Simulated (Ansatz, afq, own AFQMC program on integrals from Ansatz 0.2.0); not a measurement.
Ag, doublet in def2-SVP, levels against CCSDTQ

A free Ag atom.

Basis def2-SVP with its core potentials. Only valence electrons are correlated. Ansatz 0.2.0 and our own AFQMC program on the same integrals; the CISD trial comes from CCSD amplitudes, and released means the phaseless constraint is let go. Free AFQMC starts from the CCSD state and is never constrained. Its projection time is finite, and what remains of the start isn't in its error. ± is one standard error of the sampling. No spin–orbit coupling. The metal's outer-core s and p shells are frozen, which shifts wave-function levels against functionals.

Determinant: UHF, the one that the program's search chose, which needn't be the lowest solution.

No full CI on the walks' own integrals is used here; CCSDTQ serves as the reference and is uncertain by about the last step of the cluster series.

Cautions: no spin-orbit coupling; outer-core shells of the metal frozen; the released energies are still falling, so no released level is given (meV from the phaseless value at times in 1/Eh: -1.0 ± 1.2 at 0.24, 2.7 ± 1.3 at 0.50, -1.4 ± 1.7 at 1.00, -4.8 ± 2.3 at 1.50), though the last usable value meets CCSDTQ within the noise; the ph-AFQMC/HF walk drifts between its halves (2.2 errors).

```
T1 diagnostic                               : 0.0118
weight of the determinant in the CISD state : 0.946
⟨S²⟩ of the determinant                     : 0.752
size of the correlated space                : 11 electrons in 27 orbitals
```

```
  level  correlation energy (eV)
    MP2                  -6.2676
   CCSD                  -6.0677
CCSD(T)                  -6.2133
```

Question: Estimate where free-projection AFQMC lies against CCSD(T) on the same integrals.

Answer: 0.19 ± 0.04 kcal/mol above CCSD(T).

Reference: CCSDTQ, correlation energy -6.209 eV.

```
        level  E − E(reference) (kcal/mol)  share of correlation (%)
      CCSD(T)                        -0.11                    100.08
        CCSDT                         0.10                     99.93
     CCSDT(Q)                         0.08                     99.95
  ph-AFQMC/HF                 -0.59 ± 0.32                    100.41
ph-AFQMC/CISD                  0.11 ± 0.04                     99.92
   free AFQMC                  0.09 ± 0.04                     99.94
```

CCSDT and higher add their correlation energy to the determinant of the CCSD(T) run, since their own runs factorise the integrals more tightly (a shift of under 2 meV). Free projections are given only where their last times agree within the noise and don't stop above the reference; a slow remainder of the start can still hide under it. A walk keeps the symmetry of its determinant, which the program's search chose and which needn't be the lowest solution, so a lower state of the same spin and another symmetry isn't excluded.
